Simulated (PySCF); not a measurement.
# Molecular orbitals of S2

revPBE at R = 1.913 Å; S pcseg-1; no relativity (PySCF 2.14). State: ³Σg⁻ (triplet), unpaired electrons π ↑↑. Only the outer orbitals are listed.

| spin | orbital | occ. | ε (eV) | main shells (%) |
| --- | --- | --- | --- | --- |
| α | σg | 1 | -21.05 | 88 s, 11 p |
| α | σu | 1 | -15.57 | 94 s |
| α | σg | 1 | -10.02 | 85 p, 14 s |
| α | πu | 1 | -9.28 | 99 p |
| α | πu | 1 | -9.28 | 99 p |
| α | πg | 1 | -5.89 | 99 p |
| α | πg | 1 | -5.89 | 99 p |
| α | σu | 0 | -1.22 | 101 p |
| α | σg | 0 | 4.60 | 68 p, 26 d |
| β | σg | 1 | -20.44 | 85 s, 13 p |
| β | σu | 1 | -14.47 | 93 s |
| β | σg | 1 | -9.43 | 83 p, 16 s |
| β | πu | 1 | -8.30 | 98 p |
| β | πu | 1 | -8.30 | 98 p |
| β | πg | 0 | -4.63 | 99 p |
| β | πg | 0 | -4.63 | 99 p |
| β | σu | 0 | -0.73 | 100 p |

**Question.** Which are the highest filled and the lowest empty level, where do they sit, and how wide is the gap?

**Answer.** Highest filled α πg at -5.89 eV (in %: 99 p); lowest empty β πg at -4.63 eV (in %: 99 p); the gap at revPBE is 1.26 eV. Both belong to one degenerate shell, split only by its one-sided filling, so this is no excitation gap.

The bond order (Mayer) is 1.87 and the ⟨S²⟩ is 2.003.

Shares are Mulliken populations and can fall outside 0 to 100 %.

The state was picked by a PBE0 search and need not be the measured ground state.
